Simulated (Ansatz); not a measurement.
A calculation with Ansatz (development build ahead of 0.2.0).

```yaml
crystal:
  periodic: [false, false, false]
  atoms:
    - { symbol: H, position_ang: [0.0, 0.0, 1.35587] }
    - { symbol: C, position_ang: [0.0, 0.0, 0.33827] }
    - { symbol: C, position_ang: [1.33746, 0.0, -0.08686] }
    - { symbol: C, position_ang: [-0.66873, 1.15828, -0.08686] }
    - { symbol: C, position_ang: [-0.66873, -1.15828, -0.08686] }
    - { symbol: H, position_ang: [1.39464, 0.0, -1.10034] }
    - { symbol: H, position_ang: [1.83345, 0.81844, 0.24651] }
    - { symbol: H, position_ang: [1.83345, -0.81844, 0.24651] }
    - { symbol: H, position_ang: [-0.69732, 1.2078, -1.10034] }
    - { symbol: H, position_ang: [-1.62551, 1.1786, 0.24651] }
    - { symbol: H, position_ang: [-0.20794, 1.99703, 0.24651] }
    - { symbol: H, position_ang: [-0.69732, -1.2078, -1.10034] }
    - { symbol: H, position_ang: [-0.20794, -1.99703, 0.24651] }
    - { symbol: H, position_ang: [-1.62551, -1.1786, 0.24651] }
basis:
  gaussian: { orbitals: cc-pVDZ }
hamiltonian:
  xc: hf
```

The input is written out in the form of the current development build from the run's settings.

Results

```json
{"Converged": "yes", "Total energy": "-157.22438 hartree", "Spin squared of the determinant": "0.000"}
```

Caution: no unrestricted run beside it, a lower state can exist.
